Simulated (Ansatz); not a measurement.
## Worked example: the barrier

An elementary step of SiH4SF, doublet (SiH₃F ([F][SiH3]) + HS → SiH₂F ([F][SiH2]) + H₂S; bonds formed: H1–S4; bonds broken: H1–Si2). “Start” is the structure reached by relaxing down from the saddle towards the reactants; PBE0-D4/def2-TZVP structures. The saddle:

```
atom    x (Å)    y (Å)    z (Å)
  H1  -0.8610  -0.4311  -0.2339
 Si2   0.8082  -0.2357   0.5507
  F3   1.2193   1.2168   0.0233
  S4  -2.0972  -0.1619  -1.0314
  H5   0.7402  -0.2012   2.0335
  H6   1.7936  -1.2227   0.0414
  H7  -1.6031   1.0359  -1.3836
```

Computed with Ansatz 0.2.0 (basis: def2-TZVPP and def2-QZVPP); correlated methods freeze the cores; orbitals are unrestricted.

Energies in eV:

| quantity | saddle | start |
| --- | --- | --- |
| Hartree–Fock, triple zeta (X = 3) | -21450.51488 | -21451.53807 |
| Hartree–Fock, quadruple zeta (X = 4) | -21451.22277 | -21452.24391 |
| MP2 correlation, X = 3 | -15.22713 | -14.62136 |
| MP2 correlation, X = 4 | -16.58597 | -15.95008 |
| CCSD(T) correlation, X = 3 | -16.93013 | -16.35221 |

Work out the barrier at the basis limit: extrapolate Hartree–Fock as E(X) = E∞ + A exp(−7.88 √X) and the MP2 correlation as E(X) = E∞ + B X^−2.97 (the exponents that Neese and Valeev fitted for def2-TZVPP and QZVPP), then add CCSD(T) − MP2 in triple zeta.

Each step is linear, so take the differences first (saddle − start): Hartree–Fock 1.02319 (X = 3) and 1.02114 (X = 4); MP2 correlation -0.60577 and -0.63589; CCSD(T) correlation -0.57792.
Two points give E∞ = E(4) + w [E(4) − E(3)], with w = 1/(exp(7.88 (2 − √3)) − 1) = 0.1377 for Hartree–Fock and w = 1/((4/3)^2.97 − 1) = 0.7407 for the correlation.
Hartree–Fock: 1.02114 + 0.1377 × (-0.00205) = 1.0209 eV.
MP2 correlation: -0.63589 + 0.7407 × (-0.03012) = -0.6582 eV.
CCSD(T) − MP2: -0.57792 − (-0.60577) = 0.0279 eV.
Sum: 1.0209 + (-0.6582) + 0.0279 = 0.3906 eV, or 9.01 kcal/mol. Plain CCSD(T) in triple zeta gives 0.4453 eV, so the larger basis shifts the result by -0.0547 eV.

The T1 diagnostic stays at or below 0.015. ⟨S²⟩ of the unrestricted Hartree–Fock references: 0.75 to 0.79 (a pure state has 0.75).

Radical steps of this kind take place in plasma deposition and etching.

Labels in which every atom is bracketed show which atoms are joined, not bond orders.

For scale, one of the runs: CCSD(T)/def2-TZVPP, 171 basis functions (an equivalent command: `ansatz run in.yaml --threads 4`). Hardware: 4 CPU threads, shared host. Wall time 35 s; peak host memory 3.4 GiB.
